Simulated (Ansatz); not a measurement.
Geometry optimisation, RKS PBE0-D4/def2-SVP in Ansatz 0.2.0.

input.yaml

```yaml
crystal:
  periodic: [false, false, false]
  atoms:
    - { symbol: B, position_ang: [0.328792, 0.0992, -0.073963] }
    - { symbol: C, position_ang: [0.665422, -0.042762, 1.462892] }
    - { symbol: H, position_ang: [-0.178622, -0.287218, 2.127776] }
    - { symbol: H, position_ang: [1.43752, -0.82768, 1.570616] }
    - { symbol: H, position_ang: [1.160947, 0.876721, 1.831561] }
    - { symbol: H, position_ang: [1.280133, 0.380332, -0.739685] }
    - { symbol: C, position_ang: [-1.102954, -0.062444, -0.673809] }
    - { symbol: H, position_ang: [-1.706395, -0.819794, -0.144935] }
    - { symbol: H, position_ang: [-1.610942, 0.905007, -0.464506] }
    - { symbol: H, position_ang: [-1.150003, -0.221363, -1.761348] }
basis:
  gaussian: { orbitals: def2-SVP }
hamiltonian:
  xc: pbe0
  dispersion: d4
relax:
  f_tol: 0.03
  max_steps: 50
output:
  orbitals: {}
```

Launched with:

```bash
$ ansatz run input.yaml --threads 1 --pin off --max-ram 2048MiB --backend cpu --events-out ev --progress --plain --runs-dir out
```

**Question.** Where does it end, and by what steps?

**Answer.** The forces met the threshold. The force dipped under the threshold on the way, but the program's further checks kept it going. After 14 steps the energy has fallen by 0.030 eV; H6 moved furthest, 0.33 Å.

| step | energy less start (eV) | largest force component (eV/Å) | accepted |
| --- | --- | --- | --- |
| 0 | 0.0000 | 0.803 | yes |
| 1 | -0.0198 | 0.308 | yes |
| 2 | -0.0226 | 0.046 | yes |
| 3 | -0.0214 | 0.223 | no |
| 4 | -0.0238 | 0.156 | yes |
| 5 | -0.0264 | 0.099 | yes |
| 6 | -0.0275 | 0.087 | yes |
| 7 | -0.0253 | 0.263 | no |
| 8 | -0.0286 | 0.032 | yes |
| 9 | -0.0284 | 0.163 | no |
| 10 | -0.0293 | 0.020 | yes |
| 11 | -0.0297 | 0.067 | yes |
| 12 | -0.0300 | 0.047 | yes |
| 13 | -0.0299 | 0.080 | no |
| 14 | -0.0302 | 0.008 | yes |

```xyz
10
Properties=species:S:1:pos:R:3
B 0.311 0.218 -0.025
C 0.675 -0.038 1.473
H -0.181 -0.216 2.141
H 1.277 -0.970 1.463
H 1.340 0.727 1.904
H 1.169 0.688 -0.751
C -1.089 -0.094 -0.645
H -1.732 -0.754 -0.043
H -1.599 0.891 -0.696
H -1.048 -0.451 -1.686
```

Whether the end is a true minimum wasn't checked by a vibrational analysis.

Run time: 29 s on 1 thread of Arm Neoverse V2, on a shared host, peak memory 0.13 GiB.
